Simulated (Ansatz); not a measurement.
A made-up structure of CH3AlN, doublet:

N1  (-1.034, -0.541, -1.096)
C2  (-0.211, 0.197, -0.466)
Al3  (0.721, -0.245, 1.254)
H4  (-1.182, -1.432, -0.614)
H5  (-1.299, 0.162, -1.786)
H6  (1.723, 0.851, 1.866)
(Å)

It is relaxed with PBE-D4/def2-SVP and then PBE0-D4/def2-TZVP (Ansatz 0.2.0). Atoms count as bonded within 1.22 times the sum of their covalent radii (H–H: 0.88 Å). The end point is not checked to be a true minimum.

Task: Does its bonding change? (A judgement: the text doesn't fix the answer.)

Result: Computed: No: no bond forms or breaks.

Where it ends: The first stage lowers the energy by 1.58 eV in 12 steps. It ends as CH₃AlN ([NH2][C][AlH]):
```
6
angstrom
N -0.9718 -0.5027 -1.0454
C -0.2911 0.0177 -0.0905
Al 0.4905 0.2469 1.5500
H -1.1300 -1.5029 -1.1515
H -1.3992 0.0612 -1.7770
H 2.0184 0.6706 1.6719
```

Labels in which every atom is bracketed show which atoms are joined, not bond orders.

For scale, one of the runs: PBE0-D4/def2-TZVP relaxation, 117 basis functions, launched by `ansatz run in.yaml --threads 2 --pin off --events-out ev --progress --plain --max-ram 4352MiB`. The run took about 32 s on 2 CPU threads of an Arm Neoverse V2 (shared host).
